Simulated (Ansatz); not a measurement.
**AsH, triplet: the ladder up to UCCSDT(Q)**

Geometry: that of the AsH⁻, quartet, kept fixed.

```xyz
2

As    0.0000    0.0000    0.0000
H     0.0000    0.0000    2.0518
```

Basis aug-cc-pVTZ; Ansatz 0.2.0. Correlated methods freeze the noble-gas cores and the filled d shells of p-block atoms, which leaves 6 electrons in 68 orbitals. R marks a restricted (for open shells ROHF) determinant, U an unrestricted one. Active spaces: valence = (6e, 5o) chosen from the atoms' valence shells. No spin–orbit coupling is included, and no scalar relativity.

Full CI isn't at hand for all of this; UCCSDT(Q) serves as the reference, and is uncertain by the last step of the cluster series or more. The frozen core follows each run's orbitals, which can shift R against U totals by a few meV for light atoms and by up to 0.1 eV past Ca.

Unrestricted rows (U) aren't spin-pure: their determinants' ⟨S²⟩ exceeds S(S+1) by up to 0.30, so they mix in states of higher spin.

The UHF ⟨S²⟩ is 2.300, the T1 diagnostic (RCCSD) is 0.0329 and the largest doubles amplitude (RCCSD) is 0.098. The T1 diagnostic (UCCSD) is 0.0635.

```tsv
level	E − E(UHF) (eV)
UMP2	-2.5373
UCCSD	-3.3268
UCCSD(T)	-3.4701
```

Question: Estimate how far UCCSDT(Q) in aug-cc-pVTZ lies from UCCSD(T). The table doesn't fix it; the size of (T) and the diagnostics are the guide.

Answer: UCCSDT(Q) in aug-cc-pVTZ lies 4.0 kJ/mol below UCCSD(T), which is 29 % of the (T) step (-13.8 kJ/mol). T1 is raised, the determinant isn't spin-pure, and the rest is a large part of (T).

The other levels:

| level | E − E(UCCSDT(Q)) (kJ/mol) | wall time |
| --- | --- | --- |
| UCCSDT | 0.5 | – |

Run but not shown, since their state, orbitals or frozen core can't be matched to the reference's or they repeat it: RHF, RMP2, RCCSD, RCCSD(T), BCCD(T), RCCSDT, RCCSDT(Q), CASSCF (valence space), NEVPT2 (valence space), MRCISD (valence space), MRCISD+Q (valence space).

Natural occupations of CASSCF (valence space) about the gap: 1.997 1.875 1.000 1.000 0.128; effectively unpaired electrons, Σ n²(2−n)², 2.11.
